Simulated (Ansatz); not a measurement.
# Zone-centre TO phonon frequency of some tetrahedrally bonded semiconductors and semimetals, all zinc-blende

Method: LC-ωPBE (PAW; Ansatz, an electronic-structure program). References are measured values at room or unstated temperature, uncorrected unless marked, so that the deviations hold thermal and zero-point effects besides the level's error.

Values in cm⁻¹.

| solid | reference | LC-ωPBE | deviation (%) |
|---|---|---|---|
| cubic BN | 1055 | 1116 | +5.8 |
| zinc-blende AlAs | 361 | 384 | +6.4 |
| zinc-blende InAs | 217 | 235 | +8.3 |
| zinc-blende InP | 307 | 327 | +6.5 |
| zinc-blende GaSb | 224 | ? | ? |
| 3C-SiC | 796 | 842 | +5.8 |
| zinc-blende ZnS | 277 | 291 | +5.1 |
| zinc-blende BP | 794 | 903 | +13.7 |
| zinc-blende ZnSe | 213 | 220 | +3.3 |
| zinc-blende GaAs | 271 | 294 | +8.5 |
| zinc-blende GaP | 366 | 394 | +7.7 |

Problem. Estimate the withheld LC-ωPBE value.

Solution. The deviations of the other rows run from +3.3 % to +13.7 %, with a median of +6.4 %; carried to the reference 224 it gives 238 cm⁻¹. The run gives 253 cm⁻¹ (+12.9 %), +6.3 % from the estimate; the row was drawn at random, and such an estimate is rough. Over these 11 solids the mean deviation is +7.6 %, the mean absolute deviation 7.6 % (median 6.5 %), and the worst case zinc-blende BP at +13.7 %; the value is above the reference in 11 of 11 cases.

Spin–orbit coupling is left out, also for the solids with elements from indium on (zinc-blende InAs, zinc-blende InP, zinc-blende GaSb); its size isn't shown.

Differences are worked out from the printed values.

Each level is taken at its own relaxed cell. Ansatz's density-functional and Hartree–Fock values are scalar-relativistic unless marked +SOC, with PAW data made under PBE.

Ansatz's runs of these crystals have no spin polarisation.

Not in this set, of the tetrahedrally bonded semiconductors and semimetals with a reference value in our tables and a result at some level: 5 for a reference of another kind, counted apart; 3 for no value at LC-ωPBE (not run, a failed fit, an unstable or unbound cell, or a value held back for tests); 1 for a run that failed a test (LC-ωPBE). These can be a level's best or worst cases. At least 2 more with a reference value are held back for tests. Solids without a released value at any level aren't counted. Layered and molecular crystals are counted apart. The metals Ce to Yb are counted apart.

References as tabulated in Giannozzi et al., Phys. Rev. B (1991); Han and Bester (2011), arXiv:1107.0196; Ioffe Institute, NSM Archive: BN, mechanic properties page; arXiv:1704.04770 and others.
